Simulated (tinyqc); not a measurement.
Starting guesses with plain Roothaan steps: SCF starting guesses in the sto-3g basis, for OH+, spin multiplicity 3. Computed by the program tinyqc with PySCF. UHF with one setting changed at a time; a run stops when the energy changes by less than 1e-09 hartree and the error matrix is below 1e-5. Starts: the lowest orbitals of the core Hamiltonian, of the Wolfsberg-Helmholz matrix (K = 1.75), projected atomic densities, random orbitals, and the highest orbitals of the core Hamiltonian (a deliberately bad start).

Geometry (angstrom):

| atom | x | y | z |
|---|---|---|---|
| O | 0.0000 | 0.0000 | 0.0000 |
| H | 0.0000 | 0.0000 | 1.5090 |

lowest solution found by these runs and by PySCF with stability checks = -73.989835 hartree

Largest element of the error matrix X^T (FDS - SDF) X:

| iteration | core | Wolfsberg-Helmholz | atomic densities | random | highest core orbitals |
|---|---|---|---|---|---|
| 1 | 1.5e-01 | 1.3e-01 | 2.3e-01 | 7.2e+00 | 1.3e-01 |
| 2 | 8.4e-02 | 5.4e-02 | 1.0e-01 | 2.4e-01 | 1.4e-01 |
| 3 | 2.4e-02 | 2.1e-02 | 2.8e-02 | 8.2e-02 | 8.4e-02 |
| 4 | 1.7e-02 | 1.7e-02 | 1.8e-02 | 3.9e-02 | 4.1e-02 |
| 5 | 1.6e-02 | 1.6e-02 | 1.6e-02 | 2.6e-02 | 2.1e-02 |
| 6 | 1.4e-02 | 1.5e-02 | 1.5e-02 | 2.7e-02 | 1.2e-02 |
| 8 | 1.1e-02 | 1.2e-02 | 1.2e-02 | 3.1e-02 | 3.9e-03 |
| 10 | 8.5e-03 | 8.9e-03 | 9.0e-03 | 3.6e-02 | 1.3e-03 |
| 14 | 4.0e-03 | 4.2e-03 | 4.3e-03 | 4.1e-02 | 1.6e-04 |
| 20 | 1.0e-03 | 1.1e-03 | 1.1e-03 | 2.9e-02 | 7.6e-06 |
| 30 | 9.3e-05 | 9.9e-05 | 1.0e-04 | 5.2e-03 | - |
| 45 | - | - | - | 1.8e-04 | - |

How each run ends:

| run | iterations | E (hartree) | state |
|---|---|---|---|
| core | 40 | -73.989835 | lowest found |
| Wolfsberg-Helmholz | 40 | -73.989835 | lowest found |
| atomic densities | 40 | -73.989835 | lowest found |
| random | 58 | -73.989835 | lowest found |
| highest core orbitals | 20 | -73.879625 | higher |

What does the comparison show, and why?

4 of 5 runs reach the lowest solution found, in 40 to 58 iterations (fastest: core, Wolfsberg-Helmholz, atomic densities). Ending on a higher stationary point: highest core orbitals; a small error matrix cannot reveal that, and an occupation fixed by the start is kept by symmetry or by the shape of the basin. The first errors are 1e-01, 1e-01, 2e-01, 7e+00, 1e-01; the deliberately bad start has the smallest one, so a small first error does not mark a good start.
